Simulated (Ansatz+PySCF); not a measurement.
The numbers below are computed, except where a source is named.
Several solutions for singlet N2

| atom | x (Å) | y (Å) | z (Å) |
| --- | --- | --- | --- |
| N | 0.0000 | 0.0000 | -0.5489 |
| N | 0.0000 | 0.0000 | 0.5489 |

Basis set: def2-SVP (spherical functions). Charge 0, multiplicity 1.

CASSCF(10,8) was run from several starts with Ansatz (development build ahead of 0.2.0) and PySCF 2.14.0. The starts are those of the Hartree–Fock orbitals from which the active space was taken at the frontier.

| run | program | start | converged | energy (hartree) | <S²> |
| --- | --- | --- | --- | --- | --- |
| A | PySCF | program defaults | yes | -108.96949 | 0.00 |
| B | Ansatz | stability test followed | yes | -109.00120 | 0.00 |
| C | Ansatz | search for the lowest state | yes | -109.00120 | 0.00 |
| D | Ansatz | atomic start, no search | yes | -109.00120 | 0.00 |

**Question.** Which runs reached the lowest solution of this kind, and what is wrong with the others?

**Answer.** B, C, D reached the lowest solution found. Converged but too high: A by 0.86 eV. Convergence only shows a stationary point; in CASSCF the end hangs on which orbitals enter the active space. Caution: other starts end on other solutions of this active space.
